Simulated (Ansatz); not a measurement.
Input file for Ansatz (a quantum-chemistry and plane-wave program): R-MP2/aug-cc-pVTZ on ethylene (SMILES C=C), atoms moved off the minimum.

Ansatz 0.2 input:
```yaml
crystal:
  periodic: [false, false, false]
  atoms:
    - {symbol: C, position_ang: [-0.62344272, -0.03601497, -0.00276357]}
    - {symbol: C, position_ang: [0.68929862, 0.01026295, 0.03058606]}
    - {symbol: H, position_ang: [-1.24934914, 0.90052412, 0.08725786]}
    - {symbol: H, position_ang: [-1.22764362, -0.96229344, -0.16408129]}
    - {symbol: H, position_ang: [1.20881960, -0.81254359, -0.07522566]}
    - {symbol: H, position_ang: [1.25880706, 0.99307491, 0.11907955]}
basis:
  gaussian:
    orbitals: aug-cc-pVTZ
magnetization: {spin_polarized: false}
correlation: {method: mp2, electrons: outside_noble_gas}
scf: {lower_state_search: off}
output: {forces: true}
```

The head of its log:

```
WARN ansatz: RAYON_NUM_THREADS=1 ignored (pool sized by the plan → 1); use --threads N
Functional definition: HF
these checks for a lower state are left out or cut short: starts, cluster_reference, orbital_swaps, neighbouring_geometries, increment
integrals: 0.25 GiB planned
1035 factors; integrals over basis functions are off by at most 9.7e-4 eV
mean field: 0.38 GiB planned
mean field evaluation 1: about -2121.9388 eV, gradient 2.7e1 eV
mean field evaluation 2: about -2121.9400 eV, gradient 2.7e1 eV
mean field evaluation 4: about -2123.8634 eV, gradient 2.1e0 eV
mean field evaluation 8: about -2123.8794 eV, gradient 1.7e-4 eV
mean field -2123.87938317 eV, -78.0511277143 hartree, gradient 2.7e-6 eV, S^2 0.000000; 0 other end points of the search recorded, 0 dependent functions left out
2 core orbitals not correlated
reference -2123.87938317 eV, -78.0511277143 hartree; 6, 6 occupied and 176, 176 virtual orbitals, 1035 factors
densities: 0.45 GiB planned
```

### Question
What total energy does the run end on?

### Answer
-78.3908 hartree.
